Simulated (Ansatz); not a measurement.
# C₂H₄N₂O: small, medium and large basis sets

An exercise on one series of results from a longer session: the logs are not shown, and one member is left open.

Method: one geometry, several basis sets; program: Ansatz 0.2.0, Gaussian basis.

Plan: PBE0-D4/def2-SVP; ωB97M-V/def2-SVP; PBE0-D4/def2-QZVPP; ωB97M-V/def2-QZVPP; the functionals' def2-TZVPP values are taken from earlier runs.

### The geometry

An earlier PBE0-D4 in a triple-zeta def2 set relaxation fixed the geometry.

9 atoms, charge 0, spin multiplicity 1.

Atoms are counted from 1 here; the program's logs count them from 0.

Bond lengths: N1–C2 1.234 Å, N1–H6 1.025 Å, C2–C3 1.313 Å, C3–N4 1.397 Å, C3–O5 1.373 Å, N4–H7 1.008 Å, N4–H8 1.013 Å, O5–H9 0.961 Å. Angles: C2–N1–H6 113.3°, N1–C2–C3 172.4°, C2–C3–N4 124.3°, C2–C3–O5 123.2°, N4–C3–O5 112.2°, C3–N4–H7 113.0°, C3–N4–H8 112.7°, H7–N4–H8 110.7°, C3–O5–H9 108.7°.

The first run:

The input, in.yaml:

```yaml
crystal:
  periodic: [false, false, false]
  atoms:
    - {symbol: N, position_ang: [0.060390, 2.088773, -0.524327]}
    - {symbol: C, position_ang: [-0.039375, 0.921133, -0.136449]}
    - {symbol: C, position_ang: [0.028886, -0.321864, 0.281969]}
    - {symbol: N, position_ang: [-0.110412, -1.439530, -0.544745]}
    - {symbol: O, position_ang: [0.120601, -0.665336, 1.607633]}
    - {symbol: H, position_ang: [-0.844760, 2.534827, -0.702376]}
    - {symbol: H, position_ang: [-0.457920, -1.209471, -1.462720]}
    - {symbol: H, position_ang: [0.740447, -1.985903, -0.610847]}
    - {symbol: H, position_ang: [0.590744, 0.031171, 2.074763]}
basis:
  gaussian: {orbitals: def2-SVP}
hamiltonian: {xc: pbe0, dispersion: d4}
output: {orbitals: {seedname: orbitals}}
```

Steps of the session up to this table: PBE0-D4 in def2-SVP; ωB97M-V in def2-SVP; PBE0-D4 in def2-QZVPP; ωB97M-V in def2-QZVPP.

One table of the session follows, with a row left open; its other results are not shown here.

It belongs to the step «Density functionals: the series». 

| functional | basis | HOMO (eV) | LUMO (eV) |
| --- | --- | --- | --- |
| PBE0-D4 | def2-SVP | -5.34 | -0.33 |
| PBE0-D4 | def2-TZVPP | -5.58 | -0.57 |
| PBE0-D4 | def2-QZVPP | -5.64 | -0.65 |
| ωB97M-V | def2-SVP | ? | ? |
| ωB97M-V | def2-TZVPP | -7.77 | 1.64 |
| ωB97M-V | def2-QZVPP | -7.84 | 1.41 |

Estimate the missing values for ωB97M-V, def2-SVP.

The run gave: HOMO (eV): -7.49; LUMO (eV): 1.99. In the column «HOMO (eV)» it lies between ωB97M-V, def2-TZVPP (-7.77) and PBE0-D4, def2-QZVPP (-5.64).
